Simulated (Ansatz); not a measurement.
Total energies of C4H5F, SMILES `C=C/C=C/F`.

Cartesian coordinates in Å:
```
C 0.145 -1.126 1.478
C 0.142 -0.696 0.217
C -0.138 0.666 -0.178
C -0.130 1.050 -1.447
F -0.390 2.309 -1.807
H -0.069 -0.455 2.304
H 0.361 -2.158 1.722
H 0.361 -1.399 -0.583
H -0.362 1.400 0.590
H 0.079 0.410 -2.298
```

The species carries charge 0 and has multiplicity 1. The geometry is a stationary point of PBE0-D4/def2-TZVP. It is one conformer, not always the lowest. Basis def2-TZVPP, Ansatz 0.2.0.

RPA on PBE orbitals: Hartree–Fock energy of these orbitals -253.82307 Eh, correlation -1.42084 Eh (frozen core).

```tsv
functional	energy without D4 (Eh)	D4 term (kJ/mol)
LDA (SPW92)	-253.24089	–
PBE	-255.02782	-15.7
revPBE	-255.25464	-55.9
BLYP	-255.25700	-35.6
r2SCAN	-255.19312	-4.0
B97M-V	-255.30066	–
PBE0	-255.04195	-13.1
B3LYP	-255.33988	-25.1
r2SCANh	-255.17973	-4.1
r2SCAN0	-255.16084	-4.5
HSE06 (plane-wave form)	-255.02898	-12.0
BHLYP	-255.19560	-17.2
CAM-B3LYP	-255.21877	-13.0
LC-ωPBE	-255.16012	–
ωB97X-V	-255.24668	–
ωB97M-V	-255.23089	–
B2PLYP	-255.13491	–
PBE-QIDH	-255.00063	–
```

B3LYP takes the VWN-RPA correlation (the form of Gaussian; ORCA's B3LYP/G). HSE06 is the plane-wave form, built on full-range PBE exchange. The double hybrids freeze the cores in their second-order part.

LC-ωPBE has ω = 0.4 bohr⁻¹.
